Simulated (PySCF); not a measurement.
MgH⁻: script and output

Input:

```python
from pyscf import gto, scf, mp

mol = gto.M(
    atom='Mg 0 0 0; H 0 0 1.775',
    basis='def2-tzvp',
    charge=-1,
    spin=0,
    verbose=4,
)
mf = scf.RHF(mol)
mf.kernel()
mp.MP2(mf, frozen=1).kernel()
mf.dip_moment()
print('orbital energies (hartree):', mf.mo_energy[..., max(0, mol.nelec[1]-3):mol.nelec[0]+3].round(4))
```

```bash
$ python input.py
```

The log (some set-up lines removed):

```
PySCF version 2.14.0

[INPUT] Symbol           X                Y                Z      unit          X                Y                Z       unit  Magmom
[INPUT]  1 Mg     0.000000000000   0.000000000000   0.000000000000 AA    0.000000000000   0.000000000000   0.000000000000 Bohr   0.0
[INPUT]  2 H      0.000000000000   0.000000000000   1.775000000000 AA    0.000000000000   0.000000000000   3.354263871103 Bohr   0.0

nuclear repulsion = 3.57753607382535
number of shells = 16
number of NR pGTOs = 61
number of NR cGTOs = 38
basis = def2-tzvp
ecp = {}

******** <class 'pyscf.scf.hf.RHF'> ********
method = RHF
initial guess = minao
damping factor = 0
level_shift factor = 0
DIIS = <class 'pyscf.scf.diis.CDIIS'>
SCF conv_tol = 1e-09
SCF max_cycles = 50
Initial guess from minao.
init E= -200.029482645235
  HOMO = -0.101559306587708  LUMO = 0.0560613941667556  gap/eV = 4.28908
cycle= 1 E= -200.112215559972  delta_E= -0.0827  |g|= 0.164  |ddm|= 1.01
  HOMO = 0.0114129392871725  LUMO = 0.244422485970612  gap/eV = 6.34051
cycle= 2 E= -200.137047576792  delta_E= -0.0248  |g|= 0.0393  |ddm|= 0.812
  HOMO = -0.0056340693333059  LUMO = 0.229856153763854  gap/eV = 6.40802
cycle= 3 E= -200.138668761883  delta_E= -0.00162  |g|= 0.0114  |ddm|= 0.236
  HOMO = -0.00688553313350937  LUMO = 0.227603466166951  gap/eV = 6.38077
cycle= 4 E= -200.138824891078  delta_E= -0.000156  |g|= 0.00294  |ddm|= 0.0776
  HOMO = -0.00672863905321552  LUMO = 0.22730555034584  gap/eV = 6.36839
cycle= 5 E= -200.138836594308  delta_E= -1.17e-05  |g|= 0.000748  |ddm|= 0.0221
  HOMO = -0.00661743755391964  LUMO = 0.227314428779311  gap/eV = 6.36561
cycle= 6 E= -200.138837381922  delta_E= -7.88e-07  |g|= 0.000214  |ddm|= 0.00728
  HOMO = -0.00662464696390153  LUMO = 0.227288476796999  gap/eV = 6.36510
cycle= 7 E= -200.138837458861  delta_E= -7.69e-08  |g|= 4.88e-05  |ddm|= 0.00299
  HOMO = -0.00663522799260274  LUMO = 0.227274232190942  gap/eV = 6.36500
cycle= 8 E= -200.138837464157  delta_E= -5.3e-09  |g|= 4.48e-06  |ddm|= 0.00108
  HOMO = -0.00663593170725729  LUMO = 0.227273819885212  gap/eV = 6.36501
cycle= 9 E= -200.138837464183  delta_E= -2.65e-11  |g|= 6.32e-07  |ddm|= 5.16e-05
  HOMO = -0.00663602732344337  LUMO = 0.227273796696886  gap/eV = 6.36501
Extra cycle  E= -200.138837464184  delta_E= -5.97e-13  |g|= 2.22e-07  |ddm|= 3.54e-06
converged SCF energy = -200.138837464184

******** <class 'pyscf.mp.mp2.RMP2'> ********
nocc = 6, nmo = 37
frozen orbitals 1
E(RMP2) = -200.347822668456  E_corr = -0.208985204272131
E(SCS-RMP2) = -200.348046700177  E_corr = -0.20920923599295
E_corr(same-spin) = -0.0479688566926242
E_corr(oppo-spin) = -0.161016347579507

WARN: System has nonzero charge -1; the dipole moment is origin-dependent.
Location of origin: [0. 0. 0.]

Dipole moment(X, Y, Z, Debye): -0.00000,  0.00000,  1.08262
orbital energies (hartree): [-2.0679 -0.1981 -0.0066  0.2273  0.2273  0.2855]
```

In short: E(SCF) = -200.138837 Eh, 9 cycles, E(MP2) − E(SCF) = -0.20899 Eh.

Wall time 0.83 s on one thread of a shared host.

The basis has no diffuse functions, which an anion needs. Stability towards an unrestricted solution was not tested. The bond length is a typed value, not an optimised one. The dipole of an ion depends on the origin.
